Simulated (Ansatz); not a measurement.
A structure relaxed at PBE0-D4/def2-TZVP, charge 0, multiplicity 2:

```
atom   x (Å)   y (Å)   z (Å)
 Si1  -0.136   0.212   1.358
 Si2   0.091  -0.409  -0.870
  H3   1.024   0.962   1.912
  H4  -1.402   0.929   1.674
  H5  -1.078  -1.241  -1.262
  H6   0.168   0.761  -1.788
  H7   1.332  -1.213  -1.024
```

Question: Give its formula and SMILES.

Answer: H5Si2, `[SiH2][SiH3]`.

Question: Point group (tolerance 0.08 Å, 0.16 Å for H)?

Answer: Cs.

Question: Summarise the bond lengths by kind.

Answer: 1 × Si–Si 2.324 Å; 5 × H–Si 1.487 to 1.490 Å.

Results of the Gaussian-basis code of Ansatz.
